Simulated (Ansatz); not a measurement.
## A geometry optimisation of C4H5NS with PBE-D3(BJ)/def2-SVP

The starting geometry of this gas-phase singlet was optimised with GFN2-xTB; its bonds are those of `Cc1nccs1`.

```xyz
11

C     1.5174   -3.0531   -0.8797
C     0.7728   -1.8180   -1.2142
C    -0.9106   -0.4674   -1.5977
C     0.0845    0.4289   -1.8089
N    -0.5032   -1.7163   -1.2673
S     1.6185   -0.3184   -1.5833
H     2.1439   -2.8941   -0.0032
H     2.1632   -3.3435   -1.7074
H     0.8092   -3.8518   -0.6777
H    -1.9637   -0.2662   -1.6713
H     0.0169    1.4631   -2.0776
```

Task: Predict what becomes of its bonds when it is optimised with PBE-D3(BJ)/def2-SVP.

Result: It keeps its bonds, and is `Cc1nccs1`.

The energy falls by 0.11 eV over 6 steps:

```csv
step,E − E(last) (eV)
1,0.110
2,0.010
3,0.000
4,0.000
5,0.000
6,0.000
```

Final geometry (Å):

```xyz
11

C     1.5390   -3.0674   -0.8758
C     0.7823   -1.8217   -1.2127
C    -0.9286   -0.4602   -1.6003
C     0.0798    0.4562   -1.8161
N    -0.5247   -1.7286   -1.2640
S     1.6178   -0.3066   -1.5868
H     2.1779   -2.9317    0.0209
H     2.1976   -3.3875   -1.7091
H     0.8075   -3.8711   -0.6728
H    -2.0017   -0.2331   -1.6808
H     0.0019    1.5149   -2.0910
```

No frequencies were run, so the end isn't proven a minimum. Run with Ansatz 0.2.0, 11 s on 2 threads of Intel(R) Xeon(R) Platinum 8375C CPU @ 2.90GHz (Ice Lake), with other jobs on the host.
